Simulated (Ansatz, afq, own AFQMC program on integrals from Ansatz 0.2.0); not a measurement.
Integrals from Ansatz 0.2.0, then the random walk in our own AFQMC program (afq).

```yaml
crystal:
  periodic: [false, false, false]
  atoms:
    - {symbol: In, position_ang: [0.000000, -0.018790, 0.000553]}
    - {symbol: H, position_ang: [0.000000, 2.333049, -0.068435]}
    - {symbol: H, position_ang: [0.000000, -0.144290, -1.663229]}
    - {symbol: H, position_ang: [0.000000, -0.048336, 1.668675]}
basis:
  gaussian: {orbitals: def2-SVP}
total_charge: 1
magnetization: {spin_polarized: true, initial_magnetization: 1}
correlation: {method: ccsd_t, electrons: outside_noble_gas, hamiltonian_folder: ham}
```

```sh
$ ansatz run in.yaml --threads 1 --pin off --events-out ev --progress --plain --max-ram 1843MiB
```

Options of the walk:

```
--method phaseless --trial cisd --walkers 60 --populations 1 --least-time 40 --time-step 0.005 --steps-per-block 50 --equilibration-blocks 28 --max-blocks 300 --target-error 0.00027 --factor-cut 1e-05 --start spin_pure --seed 8851 --release-times 0.24,0.51,0.99,1.62,2.4 --release-step 0.03 --release-every 4 --taylor-order 6
```

Times are imaginary, in 1/Eh. The walk had a cap of 551 s. Filled inner d shells are frozen with the cores. Core potentials past Kr, no spin–orbit coupling.

Output of the walk:

```
orbitals 32  electrons 3 2  factors 254 of 492
reference energy -190.58875573 Eh
CCSD correlation -0.06349382 Eh in 11 cycles, weight of the determinant in the CISD state 0.9511
energy of the start -190.652245 Eh
 block  time / (1/Eh)  mean weight  energy / Eh
     1     0.250  1.0005  -190.652093
     2     0.500  1.0003  -190.652132
     3     0.750  1.0002  -190.652179
     4     1.000  1.0009  -190.652270
     5     1.250  0.9998  -190.652394
     7     1.750  0.9994  -190.652590
     9     2.250  0.9990  -190.652607
    13     3.250  1.0013  -190.652350
    21     5.250  1.0001  -190.652486
    29     7.250  1.0006  -190.652983
    37     9.250  1.0009  -190.653025
    45    11.250  1.0003  -190.653289
    53    13.250  0.9995  -190.653033
    61    15.250  1.0010  -190.653164
    69    17.250  1.0013  -190.652954
    77    19.250  1.0012  -190.652823
    85    21.250  1.0006  -190.652320
    93    23.250  1.0007  -190.652858
   101    25.250  1.0002  -190.653383
   109    27.250  1.0001  -190.652790
   117    29.250  0.9993  -190.653339
   125    31.250  1.0001  -190.652703
   133    33.250  0.9990  -190.653593
   141    35.250  1.0015  -190.652614
   149    37.250  1.0000  -190.653602
   157    39.250  0.9992  -190.653171
   165    41.250  1.0010  -190.653973
   173    43.250  1.0003  -190.653026
   181    45.250  0.9998  -190.653517
   185    46.250  1.0002  -190.653347
blocks merged  error / Eh  count
     1  0.000033  160
     2  0.000041  80
     4  0.000054  40
     8  0.000063  20
    16  0.000076  10
released: time / (1/Eh)  energy / Eh  error  mean overlap
  0.24  -190.653071  0.000058  1.0044
  0.51  -190.653104  0.000070  1.0039
  0.99  -190.653180  0.000048  0.9981
  1.62  -190.653258  0.000065  0.9996
  2.40  -190.653229  0.000057  1.0213
energy -190.653066 +/- 0.000063 Eh
(rows thinned)
```

The run passed its tests (sampling time, drift between the halves within three errors, error under three times the target), which doesn't prove that it has relaxed. The second half of the sampling lies below the first by 1.9 errors of their difference, so the energy may still be moving and its error bar be too small.

Against this walk (error 1.7 meV) on the same determinant: CCSD(T) 3.0 meV higher (within the noise), CCSDT(Q) 5.5 meV lower, full CI 5.8 meV lower. The error is statistical and leaves out the bias of the constraint. Released to 2.40 1/Eh the energy moves by -4.4 ± 2.3 meV (both errors), within twice the noise. Full CI is exact here, so the walk's 6 meV above it is the walk's own error: the bias of the constraint with this trial, or a walk that hasn't relaxed.

Cautions: constraint bias not in the error; no spin-orbit coupling; inner d shell frozen.

The walk took 2.5 min on 1 thread of Arm Neoverse V1, on a shared host. The log's last line is the phaseless energy.

CCSDT and higher add their correlation energy to the determinant of the CCSD(T) run, since their own runs factorise the integrals more tightly (a shift of under 2 meV). A walk keeps the symmetry of its determinant, which the program's search chose and which needn't be the lowest solution, so a lower state of the same spin and another symmetry isn't excluded.
